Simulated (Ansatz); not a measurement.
Band gap (eV) of 24 layered and molecular crystals, computed with LDA in Ansatz (plane waves, PAW) and with PBEsol (Ansatz, an electronic-structure program, PAW). The set holds measured phases with no doubt noted on the run or the magnetic state but for the caveats below. 49 more of the class have both values but aren't in it, for one of these reasons: built or high-temperature cells, doubts on the run or the magnetic state, unlike cells, values of zero, database compounds that came out metallic. Solids without a value at one level (not run, failed, or a magnetic order lost), or held back for tests, aren't counted.

All rows, in order of the shift (worked out from unrounded values):

```csv
solid,LDA,PBEsol,shift (eV)
litharge SnO,0.13,0.03,-0.10
litharge PbO,1.16,1.14,-0.03
"SnPSe3 (P2₁/c, No. 14)",1.20,1.19,0.00
"SnPS3 (Pc, No. 7)",1.68,1.69,+0.01
trigonal Te,0.10,0.12,+0.02
1T (CdI2-type) ZrSe2,0.16,0.18,+0.03
tetradymite Bi2Te3,0.21,0.24,+0.03
"AsSe (P2₁/c, No. 14)",0.90,0.93,+0.03
"TlGaTe2 (I4/mcm, No. 140)",0.22,0.26,+0.03
"TlS (I4/mcm, No. 140)",0.11,0.15,+0.04
"TlInSe2 (I4/mcm, No. 140)",0.45,0.50,+0.04
tetradymite Bi2Se3,0.09,0.14,+0.04
solid iodine,1.03,1.07,+0.04
trigonal Se,0.92,0.97,+0.05
"TlGaSe2 (C2/c, No. 15)",1.09,1.14,+0.05
"Tl4HgI6 (P4/mnc, No. 128)",1.19,1.24,+0.05
"SnClF (Pnma, No. 62)",3.14,3.20,+0.06
1T (CdI2-type) SnSe2,0.38,0.45,+0.07
solid bromine,1.48,1.56,+0.08
1T (CdI2-type) PbI2,2.04,2.12,+0.08
1T (CdI2-type) SnS2,1.18,1.28,+0.10
solid chlorine,2.31,2.41,+0.10
1T (CdI2-type) MgI2,3.33,3.43,+0.11
1T (CdI2-type) CdI2,2.16,2.27,+0.11
```

The shift from LDA to PBEsol has a median of +0.04 eV, and eight in ten lie between 0.00 eV and +0.10 eV; PBEsol is the larger in 21 of 24.

Ansatz's runs of these crystals have no spin polarisation.

Density-functional gaps are differences of (generalised) Kohn–Sham levels.

Levels without +SOC have no spin–orbit coupling; where heavier elements are present it shifts gaps, mostly down, and can invert bands. Cells: LDA at the measured cell (atoms relaxed with PBEsol); PBEsol at the measured cell (atoms relaxed with PBEsol). Ansatz's density-functional and Hartree–Fock values are scalar-relativistic unless marked +SOC, with PAW data made under PBE.
